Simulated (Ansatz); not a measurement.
# OH (SMILES [OH]): U-wB97M-V/aug-cc-pVTZ

Aim: the vertical doublet–quartet gap of OH at U-wB97M-V/aug-cc-pVTZ, from 2 runs. 

Program for the calculation: Ansatz 0.2.0.

28 further runs of the same task are left out: 28 set aside as unsound or not needed.

### Step 1. The molecule

OH has 2 atoms, charge 0, and is taken as a doublet. SMILES: `[OH]`. The coordinates come from a PBE0-D4/def2-TZVP relaxation.

Bond lengths: O1–H2 0.973 Å.

### Step 2. A single-point energy at U-wB97M-V/aug-cc-pVTZ

File in.yaml:

```yaml
crystal:
  periodic: [false, false, false]
  atoms:
    - {symbol: O, position_ang: [0.415880, -0.133150, 0.214550]}
    - {symbol: H, position_ang: [-0.415880, 0.133150, -0.214550]}
basis:
  gaussian:
    orbitals: aug-cc-pVTZ
hamiltonian:
  xc: {name: wB97M-V}
accuracy: high
output: {orbitals: {seedname: orbitals}}
magnetization:
  spin_polarized: true
  initial_magnetization: 1
```

Command:

```bash
$ ansatz run in.yaml --threads 1 --pin off --max-ram 3480MiB --events-out events.jsonl --progress --plain --runs-dir runs
```

Log:

```text
Warning: RAYON_NUM_THREADS=1 ignored (pool sized by the plan → 1); use --threads N
Functional definition: wB97M-V
  name "wB97M-V"
  parameter omega = 0.3/bohr
  parameter cx = 0.15
  parameter cx01 = 1.007
  parameter cx10 = 0.259
  parameter css00 = 0.443
  parameter css04 = -1.437
  parameter css10 = -4.535
  parameter css20 = -3.390
  parameter css43 = 4.278
  parameter cos00 = 1.000
  parameter cos10 = 1.358
  parameter cos20 = 2.924
  parameter cos21 = -8.812
  parameter cos60 = -1.390
  parameter cos61 = 9.142
  parameter b = 6.0
  parameter c = 0.01
  gx(w, u) = 1 - cx + cx01*u + cx10*w
  gss(w, u) = css00 + css04*u^4 + css10*w + css20*w^2 + css43*w^4*u^3
  gos(w, u) = cos00 + cos10*w + (cos20 + cos21*u)*w^2 + (cos60 + cos61*u)*w^6
  exchange = spin_sum(e_x_unif_sr(omega)*gx(b97_w, b97_u_x)) + cx*exact_x_sr(omega) + exact_x_lr(omega)
  correlation = spin_sum(e_c_pw_mod_same_spin*gss(b97_w, b97_u_same))
      + integral(e_c_pw_mod_opposite_spin*gos(b97_w_opposite, b97_u_opposite)) + vv10(b, c)
899 factors; integrals over basis functions are off by at most 3.0e-9 eV
195 factors; integrals over basis functions are off by at most 1.4e-9 eV
mean field evaluation 1: about -2060.1182 eV, gradient 1.6e1 eV
mean field evaluation 2: about -2060.4115 eV, gradient 1.4e1 eV
mean field evaluation 4: about -2060.9986 eV, gradient 6.2e-1 eV
mean field evaluation 8: about -2061.0003 eV, gradient 2.9e-2 eV
mean field evaluation 16: about -2061.0003 eV, gradient 1.2e-6 eV
mean field -2061.00032405 eV, -75.7403649128 hartree, gradient 2.5e-8 eV, S^2 0.752808; 0 other end points of the search recorded, 0 dependent functions left out
reference -2061.00032773 eV, -75.7403650479 hartree; 5, 4 occupied and 64, 65 virtual orbitals, 899 factors
Total energy: -2061.00032773 eV, -75.7403650479 hartree
```

Run time: 7.5 s. Hardware: 1 thread of Arm Neoverse V2, shared host; peak memory 0.27 GiB.

### Step 3. The quartet, same level

File input.yaml:

```yaml
crystal:
  periodic: [false, false, false]
  atoms:
    - {symbol: O, position_ang: [0.415880, -0.133150, 0.214550]}
    - {symbol: H, position_ang: [-0.415880, 0.133150, -0.214550]}
basis:
  gaussian:
    orbitals: aug-cc-pVTZ
output:
  orbitals: {seedname: orbitals}
hamiltonian:
  xc: {name: wB97M-V}
accuracy: high
magnetization:
  spin_polarized: true
  initial_magnetization: 3
```

Command:

```bash
$ ansatz run input.yaml --threads 1 --pin off --max-ram 3480MiB --events-out events.jsonl --progress --plain --runs-dir runs
```

Log (excerpt; [...] marks lines left out):

```text
Warning: RAYON_NUM_THREADS=1 ignored (pool sized by the plan → 1); use --threads N
[... 2 set-up lines as earlier in the session ...]
[...]
  gx(w, u) = 1 - cx + cx01*u + cx10*w
  gss(w, u) = css00 + css04*u^4 + css10*w + css20*w^2 + css43*w^4*u^3
  gos(w, u) = cos00 + cos10*w + (cos20 + cos21*u)*w^2 + (cos60 + cos61*u)*w^6
[...]
      + integral(e_c_pw_mod_opposite_spin*gos(b97_w_opposite, b97_u_opposite)) + vv10(b, c)
899 factors; integrals over basis functions are off by at most 3.0e-9 eV
195 factors; integrals over basis functions are off by at most 1.4e-9 eV
[...]
mean field -2053.51491931 eV, -75.4652813622 hartree, gradient 4.8e-8 eV, S^2 3.753201; 0 other end points of the search recorded, 0 dependent functions left out
reference -2053.51491927 eV, -75.4652813609 hartree; 6, 3 occupied and 63, 66 virtual orbitals, 899 factors
Total energy: -2053.51491927 eV, -75.4652813609 hartree
```

Run time: 7.5 s. Hardware: 1 thread of Arm Neoverse V2, shared host; peak memory 0.27 GiB.

### Step 4. What came out

Level: U-wB97M-V/aug-cc-pVTZ.

| quantity | value |
| --- | --- |
| doublet: total energy | -75.74037 Eh |
| doublet: HOMO energy (highest over α and β) | -11.78 eV |
| doublet: LUMO energy (lowest over α and β) | -2.08 eV |
| doublet: ⟨S²⟩ | 0.753 |
| quartet: total energy | -75.46528 Eh |
| quartet: HOMO energy (highest over α and β) | -5.11 eV |
| quartet: ⟨S²⟩ | 3.753 |
| vertical energy of the quartet above the doublet | 7.485 eV |

What this shows: At this shape the quartet lies 7.49 eV (722 kJ/mol) above the doublet.
